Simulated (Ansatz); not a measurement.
**doublet BH2F+: levels of theory compared**

Wanted: a comparison of 6 runs (UHF/STO-3G, UB3LYP/6-31G*, UBHLYP/cc-pVTZ, USVWN5/cc-pVTZ, RPA@PBE0/cc-pVTZ, UCCSD/cc-pVTZ) of doublet BH2F+. 

The calculation is run with Ansatz 0.2.0.

48 further runs of the same task are left out: 48 set aside as unsound or not needed.

## 1. The molecule

BH2F+: 4 atoms, total charge +1, spin state doublet. As SMILES of the parent species, `BF`. The shape is that of a PBE0-D4/def2-TZVP optimisation. That shape belongs to the parent species and isn't relaxed for this state.

Bond lengths: B1–F2 1.317 Å, B1–H3 1.197 Å, B1–H4 1.198 Å. Angles: F2–B1–H3 117.8°, F2–B1–H4 117.8°, H3–B1–H4 124.4°.

## 2. A single-point energy at UHF/STO-3G (run 1)

Contents of run.yaml:

```yaml
crystal:
  periodic: [false, false, false]
  atoms:
    - {symbol: B, position_ang: [-0.027300, -0.004000, -0.030800]}
    - {symbol: F, position_ang: [1.061200, -0.296700, 0.649900]}
    - {symbol: H, position_ang: [-1.012500, -0.649100, 0.186200]}
    - {symbol: H, position_ang: [0.034200, 0.889600, -0.825600]}
basis:
  gaussian: {orbitals: STO-3G}
total_charge: 1
magnetization: {spin_polarized: true, initial_magnetization: 1}
hamiltonian: {xc: hf}
accuracy: high
output: {orbitals: {seedname: orbitals}}
```

Command:

```bash
ansatz run run.yaml --threads 1 --pin off --max-ram 3480MiB --events-out events.jsonl --progress --plain --runs-dir runs
```

Log:

```text
Warning: RAYON_NUM_THREADS=1 ignored (pool sized by the plan → 1); use --threads N
Functional definition: HF
  name "HF"
  exchange = exact_x
  correlation = 0
186 factors; integrals over basis functions are off by at most 8.6e-9 eV
mean field evaluation 1: about -3347.6222 eV, gradient 2.3e1 eV
mean field evaluation 2: about -3347.6472 eV, gradient 2.3e1 eV
mean field evaluation 4: about -3352.7413 eV, gradient 2.6e0 eV
mean field evaluation 8: about -3353.4443 eV, gradient 9.8e-1 eV
mean field evaluation 16: about -3353.4563 eV, gradient 6.3e-9 eV
mean field evaluation 32: about -3351.8263 eV, gradient 8.4e-1 eV
mean field -3353.45634021 eV, -123.2372474483 hartree, gradient 1.3e-8 eV, S^2 0.761212; 0 other end points of the search recorded, 0 dependent functions left out
reference -3353.45634021 eV, -123.2372474483 hartree; 8, 7 occupied and 4, 5 virtual orbitals, 186 factors
Total energy: -3353.45634021 eV, -123.2372474483 hartree
```

Run time: 0.08 s. Hardware: 1 thread of Arm Neoverse V1, shared host.

## 3. A single-point energy at UB3LYP/6-31G(d) (spherical functions) (run 2)

Contents of molecule.yaml:

```yaml
crystal:
  periodic: [false, false, false]
  atoms:
    - {symbol: B, position_ang: [-0.027300, -0.004000, -0.030800]}
    - {symbol: F, position_ang: [1.061200, -0.296700, 0.649900]}
    - {symbol: H, position_ang: [-1.012500, -0.649100, 0.186200]}
    - {symbol: H, position_ang: [0.034200, 0.889600, -0.825600]}
basis:
  gaussian:
    orbitals: 6-31G_st_-spherical.json
total_charge: 1
magnetization:
  spin_polarized: true
  initial_magnetization: 1
hamiltonian:
  xc: {name: B3LYP}
accuracy: high
output: {orbitals: {seedname: orbitals}}
```

The basis set 6-31G* is read from a file made from the Basis Set Exchange's data (not shown).

Command:

```bash
ansatz run molecule.yaml --threads 1 --pin off --max-ram 3480MiB --events-out events.jsonl --progress --plain --runs-dir runs
```

Log:

```text
Warning: RAYON_NUM_THREADS=1 ignored (pool sized by the plan → 1); use --threads N
Functional definition: B3LYP
  name "B3LYP"
  parameter a0 = 0.2
  parameter ax = 0.72
  parameter ac = 0.81
  exchange = (1 - a0 - ax)*slater_x + ax*b88_x + a0*exact_x
  correlation = (1 - ac)*vwn_rpa_c + ac*lyp_c
666 factors; integrals over basis functions are off by at most 2.7e-9 eV
mean field evaluation 1: about -3403.9454 eV, gradient 5.6e1 eV
mean field evaluation 2: about -3332.3354 eV, gradient 1.4e2 eV
mean field evaluation 4: about -3414.2001 eV, gradient 4.3e0 eV
mean field evaluation 8: about -3414.2763 eV, gradient 4.8e-2 eV
mean field evaluation 16: about -3414.2763 eV, gradient 4.7e-6 eV
mean field -3414.27629292 eV, -125.4723394852 hartree, gradient 6.0e-8 eV, S^2 0.756086; 0 other end points of the search recorded, 0 dependent functions left out
reference -3414.27631534 eV, -125.4723403092 hartree; 8, 7 occupied and 24, 25 virtual orbitals, 666 factors
Total energy: -3414.27631534 eV, -125.4723403092 hartree
```

Wall time 1.5 s (1 thread of Arm Neoverse V1, shared host); peak memory 0.11 GiB.

Runs 3 to 5 aren't shown in full; the table further down has their settings and results.

## 4. A single-point energy at UCCSD/cc-pVTZ (run 6)

Contents of run.yaml:

```yaml
crystal:
  periodic: [false, false, false]
  atoms:
    - symbol: B
      position_ang: [-0.027300, -0.004000, -0.030800]
    - symbol: F
      position_ang: [1.061200, -0.296700, 0.649900]
    - symbol: H
      position_ang: [-1.012500, -0.649100, 0.186200]
    - symbol: H
      position_ang: [0.034200, 0.889600, -0.825600]
basis:
  gaussian:
    orbitals: cc-pVTZ
total_charge: 1
accuracy: high
magnetization:
  spin_polarized: true
  initial_magnetization: 1
scf:
  omitted_lower_state_checks: [cluster_reference, increment]
correlation:
  method: ccsd
  frozen_orbitals: {B: 1, F: 1, H: 0}
```

Command:

```bash
ansatz run run.yaml --threads 1 --pin off --max-ram 3480MiB --events-out events.jsonl --progress --plain --runs-dir runs
```

Log:

```text
Warning: RAYON_NUM_THREADS=1 ignored (pool sized by the plan → 1); use --threads N
Functional definition: HF
  name "HF"
  exchange = exact_x
  correlation = 0
these checks for a lower state are left out or cut short: cluster_reference, increment
1444 factors; integrals over basis functions are off by at most 3.0e-9 eV
mean field evaluation 1: about -3392.5793 eV, gradient 4.6e1 eV
mean field evaluation 2: about -3392.5798 eV, gradient 4.6e1 eV
mean field evaluation 4: about -3399.2028 eV, gradient 2.9e0 eV
mean field evaluation 8: about -3399.2791 eV, gradient 1.9e-3 eV
mean field evaluation 16: about -3396.7922 eV, gradient 1.0e-1 eV
mean field evaluation 32: about -3398.6815 eV, gradient 1.8e0 eV
mean field -3399.27911242 eV, -124.9212032671 hartree, gradient 4.2e-8 eV, S^2 0.781540; 4 other end points of the search recorded, 0 dependent functions left out
2 core orbitals not correlated: weight in the atoms' cores, before any rotation towards them, 1.000 or more for the frozen orbitals, at most 0.000 for the correlated occupied ones
reference -3399.27911242 eV, -124.9212032671 hartree; 6, 5 occupied and 80, 81 virtual orbitals, 1444 factors
second order -9.33601246 eV of doubles, -0.00000000 eV of singles
cycle   1  -9.21670476 eV  change    1.2e-1 eV  update   1.0e-1
cycle   2  -9.52044109 eV  change   -3.0e-1 eV  update   3.6e-2
cycle   3  -9.64511650 eV  change   -1.2e-1 eV  update   2.7e-2
cycle   4  -9.63126161 eV  change    1.4e-2 eV  update   9.8e-3
cycle   5  -9.63348997 eV  change   -2.2e-3 eV  update   5.5e-3
cycle   6  -9.63718184 eV  change   -3.7e-3 eV  update   2.4e-3
cycle   7  -9.63642874 eV  change    7.5e-4 eV  update   9.1e-4
cycle   8  -9.63666733 eV  change   -2.4e-4 eV  update   3.2e-4
cycle   9  -9.63665664 eV  change    1.1e-5 eV  update   7.6e-5
cycle  10  -9.63662039 eV  change    3.6e-5 eV  update   3.0e-5
cycle  11  -9.63664610 eV  change   -2.6e-5 eV  update   1.2e-5
cycle  12  -9.63664980 eV  change   -3.7e-6 eV  update   5.2e-6
cycle  13  -9.63665059 eV  change   -7.9e-7 eV  update   2.4e-6
cycle  14  -9.63665194 eV  change   -1.4e-6 eV  update   7.3e-7
cycle  15  -9.63665101 eV  change    9.3e-7 eV  update   2.6e-7
cycle  16  -9.63665105 eV  change   -4.2e-8 eV  update   8.1e-8
cycle  17  -9.63665106 eV  change   -7.3e-9 eV  update   3.6e-8
cycle  18  -9.63665065 eV  change    4.1e-7 eV  update   6.9e-8
cycle  19  -9.63665068 eV  change   -2.4e-8 eV  update   2.3e-8
cycle  20  -9.63665066 eV  change    2.3e-8 eV  update   8.8e-9
cycle  21  -9.63665065 eV  change   7.4e-10 eV  update   4.6e-9
cycle  22  -9.63665066 eV  change  -9.3e-10 eV  update   2.8e-9
cycle  23  -9.63665065 eV  change   9.8e-10 eV  update   1.6e-9
cycle  24  -9.63665066 eV  change  -1.8e-10 eV  update  6.1e-10
Total energy: -3408.91576307 eV, -125.2753436468 hartree
Checks for a lower state left out: cluster_reference, increment
```

Run time: 19 s. Hardware: 1 thread of Arm Neoverse V1, shared host; peak memory 0.94 GiB.

## 5. All runs side by side

| run | level | frozen core orbitals | energy (Eh) | HOMO energy (eV) | LUMO energy (eV) | ⟨S²⟩ | wall time |
| --- | --- | --- | --- | --- | --- | --- | --- |
| 1 | UHF/STO-3G | – | -123.237247 | -22.25 | -8.15 | 0.761 | 0.08 s |
| 2 | UB3LYP/6-31G* (spherical functions) | – | -125.472340 | -19.52 | -15.78 | 0.756 | 1.5 s |
| 3 | UBHLYP/cc-pVTZ | – | -125.461001 | -21.70 | -14.46 | 0.763 | 4.2 s |
| 4 | USVWN5/cc-pVTZ | – | -124.582855 | -17.90 | -16.58 | 0.752 | 2.2 s |
| 5 | RPA@PBE0/cc-pVTZ | 2 | -125.428390 | – | – | 0.758 | 7.5 s |
| 6 | UCCSD/cc-pVTZ | 2 | -125.275344 | – | – | 0.782 | 19 s |

## 6. Results

```
                                          quantity          value
                               run 6: total energy  -125.27534 Eh
run 6: correlation energy (2 core orbitals frozen)     -354.1 mEh
          run 6: ⟨S²⟩ of the reference determinant          0.782
                              run 6: T1 diagnostic          0.031
```

What this shows: Totals of different functionals can't be ranked against each other. In run 1 the basis is minimal, so the values are rough. All runs together took 35 s, the longest 19 s.
